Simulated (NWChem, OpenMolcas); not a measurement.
## How basis sets differ on SiHF (SMILES F[SiH])

The species is SiHF (3 atoms), meant as a singlet with charge 0. SMILES: `F[SiH]`. Geometry: relaxed at PBE0-D4/def2-TZVP.

```xyz
3

F    -1.0902    0.0244   -0.6023
Si    0.1868    0.6294    0.1738
H     0.8924   -0.7186    0.4153
```

Each level gives the HOMO–LUMO gap (eV). The values are calculated.

```
                       level  kind     program  value (eV)  CPU time
             SVWN5/6-311+G**   LDA      NWChem        2.14     3.2 s
SVWN5/6-311++G(2d,2p) (DKH2)   LDA      NWChem        2.18     8.8 s
             SVWN5/def2-TZVP   LDA      NWChem        2.18     7.1 s
           SVWN5/def2-TZVPPD   LDA  OpenMolcas        2.17      29 s
```

The values span 2.14 to 2.18 eV. Orbital gaps aren't excitation energies. Times are those of the runs behind each value, whatever else they computed, on shared processors of several kinds: orders of magnitude only.
